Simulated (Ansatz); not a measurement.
## Ge2⁻, quartet: the ladder up to UCCSDT(Q)

Geometry: a PBE0/def2-TZVPD stationary point for this spin.

```xyz
2

Ge    0.0000    0.0000    0.0000
Ge    0.0000    0.0000    2.5258
```

Basis aug-cc-pVTZ; Ansatz 0.2.0. Only valence electrons are correlated (noble-gas cores and the filled d shells of p-block atoms frozen), which leaves 9 electrons in 90 orbitals. R marks a restricted (for open shells ROHF) determinant, U an unrestricted one. Active spaces: valence = (9e, 8o) chosen from the atoms' valence shells. No spin–orbit coupling is included, and no scalar relativity.

Full CI isn't at hand for all of this; UCCSDT(Q) serves as the reference, and is uncertain by about the last step of the cluster series. The frozen core follows each run's orbitals, which can shift R against U totals by a few meV for light atoms and by up to 0.1 eV past Ca.

The UHF ⟨S²⟩ is 3.784. The T1 diagnostic (RCCSD) is 0.0221 and the largest doubles amplitude (RCCSD) is 0.038. The T1 diagnostic (UCCSD) is 0.0200.

```json
{"level": "UHF", "E − E(UCCSDT(Q)) (mEh)": "194.22", "share of correlation (%)": "3.65", "wall time": "–"}
{"level": "UMP2", "E − E(UCCSDT(Q)) (mEh)": "40.23", "share of correlation (%)": "80.04", "wall time": "–"}
{"level": "UCCSD", "E − E(UCCSDT(Q)) (mEh)": "12.94", "share of correlation (%)": "93.58", "wall time": "–"}
{"level": "UCCSD(T)", "E − E(UCCSDT(Q)) (mEh)": "2.39", "share of correlation (%)": "98.82", "wall time": "15 s (H100)"}
{"level": "UCCSDT", "E − E(UCCSDT(Q)) (mEh)": "0.75", "share of correlation (%)": "99.63", "wall time": "–"}
```

The correlation energy at UCCSDT(Q), counted from RHF, is -5.485 eV. That run took 31 s on 2 threads of AMD EPYC 7R13 with a shared H100 80 GB, shared host.

Run but not shown, since their state or frozen core can't be matched to the reference's or they repeat it: RHF, RMP2, RCCSD, RCCSD(T), BCCD(T), RCCSDT, RCCSDT(Q), CASSCF (valence space), NEVPT2 (valence space), MRCISD (valence space), MRCISD+Q (valence space).

Times hold each run's SCF and search for its determinant on a shared host, so for small cases they say little of a method's own cost.
